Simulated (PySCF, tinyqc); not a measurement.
Inside a calculation. Method: coupled-perturbed Hartree-Fock on RHF in the sto-3g basis, for BH, spin multiplicity 1. The lowest restricted solution is unstable here: a spin-polarised one lies 0.0053 hartree lower (PySCF). One step of it, computed by the program tinyqc.

Problem. Response to a field: uncoupled start. Field along z; U_ai = -mu_ai / (e_a - e_i), alpha = -4 sum U_ai mu_ai.

orbital energies (hartree): MO1 -7.370879, MO2 -0.483092, MO3 -0.243087, MO4 0.255141, MO5 0.255141, MO6 0.430284

dipole integrals <a|z|i> (bohr):
```
          i1         i2        i3
a4  0.000000   0.000000  0.000000
a5  0.000000   0.000000  0.000000
a6  0.097180  -0.434642  1.422140
```

Give: uncoupled U; uncoupled polarisability.

Solution.

uncoupled U:
```
         i1      i2       i3
a4   0.0000  0.0000   0.0000
a5   0.0000  0.0000   0.0000
a6  -0.0125  0.4759  -2.1120
```

uncoupled polarisability = 12.8462 bohr^3
